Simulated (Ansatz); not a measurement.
# BSiH₄ (doublet): wave-function methods side by side at distance B1–H4 along a hydrogen transfer = 1.564 Å, cc-pVDZ

The task here is to estimate one member of a computed series from the others.

Method: cc-pVDZ, core rule «outside noble gas», up to 6 orbitals frozen; program: Ansatz 0.2.0, Gaussian basis.

The runs, in order: UHF; CCSD(T) on ROHF; CCSD(T) on UHF; BCCD(T) on ROHF; CISD; CCSDT(Q) on ROHF; CCSDT(Q) on UHF; CASSCF and MRCISD+Q, 3 electrons in 3 orbitals; CASSCF and NEVPT2, 3 electrons in 3 orbitals; CASSCF and NEVPT2, 9 electrons in 9 orbitals.

6 further runs of the same task are left out: 5 that didn't finish, 1 set aside as unsound or not needed.

## What is computed

The geometry derives from fragments relaxed apart (PBE0/def2-TZVP) and kept rigid, so it is no stationary point. A hydrogen atom is moved between rigid fragments.

6 atoms, charge 0, spin multiplicity 2.

Atoms are counted from 1 here; the program's logs count them from 0.

Bond lengths: B1–H2 1.193 Å, B1–H3 1.193 Å, H4–Si5 1.440 Å, Si5–H6 1.532 Å. Angles: H2–B1–H3 120.0°, H4–Si5–H6 105.0°.

Geometry (Å):

```xyz
6
BH4Si
B    -2.05389    0.03474    0.00000
H    -2.65062    1.06831    0.00000
H    -2.65062   -0.99883    0.00000
H    -0.48989    0.03474    0.00000
Si    0.95011    0.03474    0.00000
H     1.34655   -1.44477    0.00000
```

Set-up of the first run:

File in.yaml:

```yaml
crystal:
  periodic: [false, false, false]
  atoms:
    - {symbol: B, position_ang: [-2.053886, 0.034738, 0.000000]}
    - {symbol: H, position_ang: [-2.650619, 1.068310, 0.000000]}
    - {symbol: H, position_ang: [-2.650620, -0.998833, 0.000000]}
    - {symbol: H, position_ang: [-0.489886, 0.034738, 0.000000]}
    - {symbol: Si, position_ang: [0.950114, 0.034738, 0.000000]}
    - {symbol: H, position_ang: [1.346548, -1.444775, 0.000000]}
basis:
  gaussian: {orbitals: cc-pVDZ}
magnetization: {spin_polarized: true, initial_magnetization: 1}
hamiltonian: {xc: hf}
output: {orbitals: {seedname: orbitals}}
```

Launch:

```
ansatz run in.yaml --threads 1 --pin off --events-out ev --progress --plain --max-ram 2393MiB
```

Among the steps run: UHF; CCSD(T) on ROHF; CCSD(T) on UHF; BCCD(T) on ROHF; CISD; CCSDT(Q) on ROHF; CCSDT(Q) on UHF; CASSCF and MRCISD+Q, 3 electrons in 3 orbitals; CASSCF and NEVPT2, 3 electrons in 3 orbitals; CASSCF and NEVPT2, 9 electrons in 9 orbitals.

One of the session's tables, all rows but one given; the rest of the session is left out.

```
       method  from RCCSDT(Q) (kcal/mol)
         ROHF                    +150.09
          UHF                    +147.62
         RMP2                     +36.41
         UMP2                     +37.66
         CISD                     +20.24
        RCCSD                      +6.90
        UCCSD                      +6.88
     RCCSD(T)                      +1.84
     UCCSD(T)                      +1.89
      BCCD(T)                      +1.91
       RCCSDT                      +0.34
       UCCSDT                      +0.34
    RCCSDT(Q)                          0
    UCCSDT(Q)                      -0.20
  CASSCF pair                    +138.13
  NEVPT2 pair                          ?
  MRCISD pair                     +17.64
MRCISD+Q pair                      +2.91
```

Q: Estimate the row for NEVPT2 pair from the others.

The run gave: from RCCSDT(Q) (kcal/mol): +36.72. In the column «from RCCSDT(Q) (kcal/mol)» it lies between RMP2 (+36.41) and UMP2 (+37.66).

Left out of the table: CASSCF frontier, NEVPT2 frontier (the active space lost an orbital or holds another state than full CI finds).

To keep in mind: Restricted and unrestricted rows rest on different reference determinants; where their highest levels disagree by more than a few hundredths of an eV, they describe different states and don't form one ladder. Warnings in the runs' records: passed over end.
